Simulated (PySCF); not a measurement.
Species: C4H9NO.
Z-matrix (Å and degrees, GFN2-xTB geometry), rows numbered from 1:
```
C 
O   1  1.4069
C   2  1.4103  1  113.14
C   3  1.5150  2  112.92  1    72.55
C   4  1.5006  3  114.93  2    55.35
N   4  1.2571  3  117.73  2  -125.10
H   1  1.0964  2  110.97  3    60.83
H   1  1.0957  2  111.68  3   -60.40
H   1  1.0884  2  106.49  3  -179.98
H   3  1.0945  2  105.49  1  -168.57
H   3  1.0977  2  111.08  1   -50.11
H   5  1.0887  4  111.44  3  -161.05
H   5  1.0901  4  108.89  3    79.08
H   5  1.0879  4  109.72  3   -38.80
H   6  1.0192  4  115.18  3  -179.05
```

Computed, not measured: PySCF 2.14.0, density-fitted response routines, TDDFT wB97X-D/def2-SVPD, vertical, gas phase, core orbitals frozen in the response.

Computed states:

```json
{"state": "S1", "E (eV)": "5.24", "f": "0.0025"}
{"state": "S2", "E (eV)": "6.73", "f": "0.0005"}
{"state": "S3", "E (eV)": "7.32", "f": "0.057"}
{"state": "S4", "E (eV)": "7.81", "f": "0.0014"}
{"state": "S5", "E (eV)": "8.15", "f": "0.044"}
{"state": "S6", "E (eV)": "8.31", "f": "0.228"}
{"state": "S7", "E (eV)": "8.45", "f": "0.012"}
{"state": "S8", "E (eV)": "8.61", "f": "0.0039"}
```

Broadening: Gaussians 0.25 eV wide at half height, area fixed by f = 4.319×10⁻⁹ ∫ε dν̃. The width is an assumption, not a result. The curve ends short of the highest state used, and states not computed would add to its high-energy end.

(1) Give the broadened spectrum and its maxima.

(2) On this curve, what absorbance would a 10⁻³ mol/L sample give at 248 nm over a 1 cm path?

(3) Does any computed singlet lie in the visible range?

(4) Coming from long wavelengths, where does ε first pass 100 L mol⁻¹ cm⁻¹?

Results:

(1) 
```
E (eV)  ε (L mol⁻¹ cm⁻¹)
  4.87                 1
  4.94                 5
  5.01                25
  5.09                96
  5.16               199
  5.23               265
  5.30               229
  5.38               114
  5.45                39
  5.52                 9
  5.60                 1
  5.67                 0
  5.74                 0
  5.82                 0
  5.89                 0
  5.96                 0
  6.04                 0
  6.11                 0
  6.18                 0
  6.25                 0
  6.33                 0
  6.40                 0
  6.47                 3
  6.55                14
  6.62                33
  6.69                51
  6.77                50
  6.84                31
  6.91                16
  6.98                41
  7.06               318
  7.13              1275
  7.20              3313
  7.28              5797
  7.35              5935
  7.42              3934
  7.50              1446
  7.57               388
  7.64               102
  7.72               106
  7.79               159
  7.86               248
  7.93               670
  8.01              2498
```

Maxima: 237 nm (5.24 eV), ε about 270, made up of S1 (100%); 184 nm (6.73 eV), ε about 54, made up of S2 (100%); 169 nm (7.32 eV), ε about 6200, made up of S3 (100%) (ε in L mol⁻¹ cm⁻¹; maxima over ε = 5, shares over 10%). At its high-energy end, 8.01 eV, the curve is still rising (ε about 2500, from S5 and S6).

(2) 248 nm is 4.999 eV, where ε is about 20 L mol⁻¹ cm⁻¹, so A = ε c l ≈ 0.02 (Beer–Lambert, with the gas-phase spectrum and the assumed width).

(3) No computed singlet lies in the visible range (380 to 750 nm); the lowest, at 237 nm, stands 1.98 eV above its violet end (3.26 eV).

(4) At about 243 nm (5.09 eV), 0.15 eV below S1.

Hardware: one thread, Arm Neoverse V2 (shared host). Cost: 31 s of wall time.

One conformer stands for the species.
